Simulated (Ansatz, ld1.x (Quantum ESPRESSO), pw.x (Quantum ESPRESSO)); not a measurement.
# Equation-of-state test of one ultrasoft potential (silver (Ag))

* Element: silver (Ag)
* Generator: ld1.x (Quantum ESPRESSO) 7.5
* Type: ultrasoft
* Functional: PBEsol
* Relativity: scalar-relativistic
* Frozen core: [Kr]
* Valence charge: 11
* Reference configuration: 4d10 5s0.5 5p0.5
* Partial waves: 5s (bound): rcut 2.10, rcutus 2.80 bohr; 5s channel at 3.2 Ry: rcut 2.10, rcutus 2.80 bohr; 5p (bound): rcut 2.55, rcutus 3.35 bohr; 5p channel at 1.6 Ry: rcut 2.55, rcutus 3.35 bohr; 4d (bound): rcut 1.25, rcutus 1.60 bohr; 4d channel at 2.2 Ry: rcut 1.25, rcutus 1.60 bohr
* Local potential: all-electron potential smoothed inside 2.10 bohr (lloc = -2)
* Core correction: none
* Augmentation charge: PSQ, radius 1.40 bohr

Atomic tests: cutoffs needed: 45 Ry and 70 Ry (the cutoffs (Ry, on a coarse ladder) from which the occupation-weighted sum of valence levels, in a spherical-Bessel basis at the reference potential, stays within 10 and 1 mRy of its value at 400 Ry); ghost test: no extra level below or beside the all-electron valence levels (s, p, d, f tested) (spherical-Bessel basis up to 400 Ry, 20 bohr box); configuration tests: 1 of 7 tests not solved or not reliable.

Crystal test: diamond Ag in pw.x 7.5, no spin, 8³ k-points, Fermi–Dirac smearing 0.01 Ry, cutoffs 85/680 Ry. The reference is all-electron LAPW (Ansatz 0.2.0) with the same functional, mesh and smearing; V0 and B0 come from Birch–Murnaghan fits to the pressures at five volumes. Errors are pseudo minus all-electron; Δ is the rms difference of the E(V) curves that follow from these fits, minima aligned, over ±6 % about the mean V0. Mesh and smearing are coarse, so the numbers serve the comparison and aren't converged zero-temperature values; the lattice is a test structure that the element need not adopt.

All-electron: a0 = 6.037 Å (V0 = 27.50 Å³/atom), B0 = 41.5 GPa.

Q: How far does the potential miss the all-electron equation of state?

A: mean pressure error (GPa): +0.59; a0 (Å): 6.064; a0 error (%): +0.45; B0 error (%): -0.4; Δ (meV/atom): 3.4. The largest radius (3.35 bohr) exceeds half the bond length (2.47 bohr), so the spheres overlap, which is one possible source of error among others. Atomic configuration tests: 1 of 7 tests not solved or not reliable.

| V (Å³/atom) | P all-electron (GPa) | P pseudo (GPa) |
| --- | --- | --- |
| 26.120 | 2.46 | 3.22 |
| 26.808 | 1.13 | 1.80 |
| 27.495 | 0.00 | 0.58 |
| 28.182 | -0.95 | -0.44 |
| 28.870 | -1.76 | -1.31 |

Q: At the middle volume, how do free energy and pressure move when the wave cutoff is lowered (ecutrho held at 680 Ry)?

A:

```json
{"cutoff (Ry)": "38", "shift of F (meV/atom)": "+284.0", "shift of P (GPa)": "-11.95"}
{"cutoff (Ry)": "51", "shift of F (meV/atom)": "+82.0", "shift of P (GPa)": "-0.52"}
{"cutoff (Ry)": "68", "shift of F (meV/atom)": "+6.7", "shift of P (GPa)": "-0.43"}
```

The run at the middle volume (29 k-points, 11 iterations) took about 44 s on one core of a shared host (Intel(R) Xeon(R) 6975P-C, 192 threads, 378 GiB, load 64).
